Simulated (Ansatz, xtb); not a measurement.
## Relative energy of two isomers of CH4NO−

Structure I is `N[CH-]O`, a singlet and structure II is `[NH-]CO`, a singlet. Both are isolated ions in the gas phase, relaxed with PBE0-D3(BJ)/def2-SVPD; the shapes shown needn't be the lowest conformers.

I (Å):

```yaml
atoms:
  - { symbol: C, position_ang: [-1.2564, 1.0682, -0.9697] }
  - { symbol: N, position_ang: [-1.7670, 1.1673, 0.3759] }
  - { symbol: O, position_ang: [0.0532, 0.4131, -0.9523] }
  - { symbol: H, position_ang: [-1.0604, 1.5307, 1.0590] }
  - { symbol: H, position_ang: [-2.0186, 0.2469, 0.7254] }
  - { symbol: H, position_ang: [-1.0558, 2.1225, -1.2724] }
  - { symbol: H, position_ang: [0.5987, 0.8226, -0.2458] }
```

II (Å):

```yaml
atoms:
  - { symbol: C, position_ang: [-1.2348, 1.0522, -0.4958] }
  - { symbol: N, position_ang: [-0.7669, -0.0697, 0.1538] }
  - { symbol: O, position_ang: [-0.3374, 2.2647, -0.3510] }
  - { symbol: H, position_ang: [-1.0399, -0.0081, 1.1380] }
  - { symbol: H, position_ang: [-1.2843, 0.8888, -1.5959] }
  - { symbol: H, position_ang: [-2.2248, 1.4703, -0.1752] }
  - { symbol: H, position_ang: [0.4399, 1.8074, -0.0012] }
```

**Question.** Which of the two would you expect CCSD(T)/def2-SVPD + ΔMP2/def2-TZVPPD electronic energies to favour?

**Answer.** Structure II; the calculation gives E(II) − E(I) = −1.244 eV.

The same difference at several levels:

| level | geometry | E(II) − E(I) (eV) | departure from the last row (eV) | job, with rough time for the two |
| --- | --- | --- | --- | --- |
| GFN2-xTB | GFN2-xTB | −0.958 | +0.286 | optimisation, 1.2 s |
| HF/STO-3G | GFN2-xTB | −0.166 | +1.078 | single point, 0.89 s |
| r2SCAN-D4/def2-SVPD | GFN2-xTB | −0.918 | +0.326 | single point, 9.4 s |
| PBE0-D3(BJ)/def2-SVPD | PBE0-D3(BJ)/def2-SVPD | −1.221 | +0.024 | optimisation, 1.9 min |
| HF/def2-SVPD | PBE0-D3(BJ)/def2-SVPD | −1.230 | +0.014 | part of the CCSD(T) run |
| MP2/def2-SVPD | PBE0-D3(BJ)/def2-SVPD | −1.329 | −0.084 | part of the CCSD(T) run |
| CCSD(T)/def2-SVPD | PBE0-D3(BJ)/def2-SVPD | −1.253 | −0.009 | single point |
| CCSD(T)/def2-SVPD + ΔMP2/def2-TZVPPD | PBE0-D3(BJ)/def2-SVPD | −1.244 |  | single point, 61 s |

As drawn, II has 1 C–H in place of 1 N–H.

The levels shown agree on the order. The largest departure from CCSD(T)/def2-SVPD + ΔMP2/def2-TZVPPD is that of HF/STO-3G, 1.078 eV. The last row adds to CCSD(T) the change of the MP2 difference between the two basis sets, here +0.009 eV.

With harmonic frequencies from PBE0-D3(BJ)/def2-SVPD (ideal gas, rigid rotor, one conformer each, 1000 K, 1 atm): the zero-point term adds +0.028 eV; ΔH is −1.229 and ΔG −1.205 eV.

The T1 diagnostic of structure I is large, so the coupled-cluster value is less sure. The correlated steps freeze 3 core orbitals. Run with Ansatz 0.2.0, xtb 6.7.1; the last row on 1 thread of AMD EPYC (Zen 3) on a shared host.
